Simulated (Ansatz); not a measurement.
The input, for Ansatz 0.2.0:

```yaml
crystal:
  periodic: [false, false, false]
  atoms:
    - {symbol: C, position_ang: [0.000000, 0.000000, 0.000000]}
    - {symbol: C, position_ang: [0.000000, 0.000000, 1.185000]}
basis:
  gaussian: {orbitals: STO-3G}
magnetization: {spin_polarized: false, initial_magnetization: 2}
correlation: {method: mp2, electrons: valence}
```

```sh
$ ansatz run in.yaml --threads 1 --pin off --events-out ev --progress --plain --max-ram 2393MiB
```

Output:

```
132 factors; integrals over basis functions are off by at most 4.5e-5 eV
mean field evaluation 1: about -2026.3269 eV, gradient 3.3e0 eV
mean field evaluation 2: about -2026.3356 eV, gradient 3.3e0 eV
mean field evaluation 4: about -2026.4367 eV, gradient 1.9e-1 eV
mean field evaluation 8: about -2026.4370 eV, gradient 7.2e-3 eV
mean field evaluation 16: about -2026.4786 eV, gradient 5.5e-1 eV
mean field evaluation 32: about -2026.7900 eV, gradient 4.8e-6 eV
mean field -2026.79000038 eV, -74.4831587063 hartree, gradient 8.6e-7 eV, S^2 2.000000; 8 other end points of the search recorded, 0 dependent functions left out
mean field evaluation 64: about -2026.4937 eV, gradient 1.7e0 eV
mean field evaluation 96: about -2027.0210 eV, gradient 2.4e-2 eV
mean field evaluation 128: about -2026.9150 eV, gradient 2.1e0 eV
mean field evaluation 160: about -2026.8198 eV, gradient 3.4e-1 eV
2 core orbitals not correlated: weight in the atoms' cores, before any rotation towards them, 1.000 or more for the frozen orbitals, at most 0.000 for the correlated occupied ones
reference -2026.79000038 eV, -74.4831587063 hartree; 5, 3 occupied and 3, 5 virtual orbitals, 132 factors
second order -3.23853647 eV of doubles, -0.00000000 eV of singles
Total energy: -2030.02853685 eV, -74.6021727266 hartree
```

Ran on 1 thread of Arm Neoverse V2, shared host: 0.15 s wall, 0.16 GiB peak host memory.
